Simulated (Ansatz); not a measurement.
Geometry optimisation, Ansatz, UKS PBE0-D4/def2-SVP.

Input:

```yaml
crystal:
  periodic: [false, false, false]
  atoms:
    - { symbol: B, position_ang: [0.0, 0.0, 0.0] }
    - { symbol: H, position_ang: [0.0, 0.0, 1.44] }
    - { symbol: H, position_ang: [1.0305, 0.0, -0.595] }
    - { symbol: H, position_ang: [-1.0305, 0.0, -0.595] }
    - { symbol: H, position_ang: [0.0, 0.0, 2.4] }
magnetization:
  spin_polarized: true
  initial_magnetization: 1
basis:
  gaussian: { orbitals: def2-SVP }
hamiltonian:
  xc: pbe0
  dispersion: d4
relax:
  f_tol: 0.15
  max_steps: 25
  restrain:
    - { distance: [1, 4], at: 0.66, k: 30.0 }
    - { distance: [0, 1], at: 2.39, k: 30.0 }
```

Command:

```bash
$ ansatz run input.yaml --threads 1 --pin off --max-ram 2048MiB --backend cpu --events-out ev --progress --plain --runs-dir out
```

Problem. Where does it end, and by what steps?

Solution. It converged. The restraints hold the end off the free minimum. After 5 steps the energy has fallen by 0.146 eV (the restraints' own energy left out); H2 moved furthest, 0.59 Å.

```csv
step,energy less start (eV),largest force component (eV/Å),accepted
0,0.0000,0.502,yes
1,0.1102,1.864,yes
2,0.3350,5.836,yes
3,-0.0571,1.451,yes
4,-0.1399,1.647,yes
5,-0.1456,1.881,yes
```

```xyz
5
Properties=species:S:1:pos:R:3
B 0.000 0.000 -0.363
H 0.000 0.000 2.034
H 1.085 0.000 -0.889
H -1.085 0.000 -0.889
H 0.000 0.000 2.756
```

The run took 4.4 s on 1 thread of Arm Neoverse V1, with other jobs on the host, peak memory 0.091 GiB.
